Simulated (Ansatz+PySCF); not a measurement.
**singlet N₂: levels of theory in one basis**

```
atom   x (Å)   y (Å)    z (Å)
   N  0.0000  0.0000  -0.6861
   N  0.0000  0.0000   0.6861
```

Basis set: STO-3G (spherical functions). Frozen core: 2 orbitals. Charge 0, multiplicity 1.

Computed with Ansatz (development build ahead of 0.2.0); each method stands on the lowest determinant of its kind that the runs found.

| method | E − E(RHF) (eV) | <S²> of the determinant |
| --- | --- | --- |
| RHF | 0.00 | 0.00 |
| UHF | -2.77 | 1.44 |
| RHF-MP2 | -7.81 | – |
| UHF-MP2 | -4.24 | 1.44 |
| RHF-CCSD | -6.61 | – |
| UHF-CCSD | -6.73 | 1.44 |
| RHF-CCSD(T) | -6.69 | – |
| UHF-CCSD(T) | -6.77 | 1.44 |

What does full CI (lowest root of this spin) give on the same scale?

-6.90 eV.

At such a shape the full CI root can have another spatial symmetry than the determinants, so the rows needn't describe one state.

Is a single determinant a sound starting point here?

It is doubtful. Unrestricted orbitals lower Hartree–Fock by 2.77 eV and <S²> is 1.44 where a pure state has 0.00, a sign of strong static correlation.

Caution for RHF, RHF-MP2, RHF-CCSD, RHF-CCSD(T): an unrestricted determinant lies well below. Caution for UHF, UHF-MP2, UHF-CCSD, UHF-CCSD(T): the unrestricted determinant is a mixture of spin states; the determinant may break the point group. Caution for RHF-MP2, RHF-CCSD, RHF-CCSD(T): bonds are stretched, where a single reference can fail. Caution for UHF-MP2, UHF-CCSD, UHF-CCSD(T): large amplitudes, a single reference is doubtful. Caution for UHF-MP2: another reference gives a lower total. Caution for RHF-CCSD, UHF-CCSD, RHF-CCSD(T), UHF-CCSD(T): the program doubts this total.
